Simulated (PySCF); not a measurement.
**Relaxation of singlet HAlS**

Computed with PBE0/[Al def2-TZVP, S def2-TZVP, H def2-TZVP], no relativity, density fitting, PySCF. A (50,194) grid was used.

A hand-made linear start, of C∞v symmetry, held to at least that symmetry:

Coordinates in bohr (charge 0 multiplicity 1):
```
Al    0.0000    0.0000    2.0356
S     0.0000    0.0000   -1.8761
H     0.0000    0.0000    5.0214
```

At each step, columns x, y, z (Å) and Fx, Fy, Fz (eV/Å):

```
step 0  E − E(last) = 5.86 kJ/mol
Al   0.000   0.000   1.077   0.000   0.000  -1.462
S    0.000   0.000  -0.993   0.000   0.000   1.605
H    0.000   0.000   2.657   0.000   0.000  -0.142
step 1  E − E(last) = 0.03 kJ/mol
Al   0.000   0.000   1.054   0.000   0.000   0.148
S    0.000   0.000  -0.942   0.000   0.000  -0.074
H    0.000   0.000   2.629   0.000   0.000  -0.074
step 2  E − E(last) = 0.00 kJ/mol
Al   0.000   0.000   1.056   0.000   0.000   0.018
S    0.000   0.000  -0.943   0.000   0.000   0.009
H    0.000   0.000   2.628   0.000   0.000  -0.028
step 3  E − E(last) = 0.00 kJ/mol
Al   0.000   0.000   1.057   0.000   0.000  -0.001
S    0.000   0.000  -0.942   0.000   0.000   0.003
H    0.000   0.000   2.627   0.000   0.000  -0.003
```

It ends at C∞v with Al–H 1.570 Å, Al–S 1.999 Å; H–Al–S 180.0°. A frequency run shows a minimum.

The relaxation took about 7 core-seconds on a shared host.
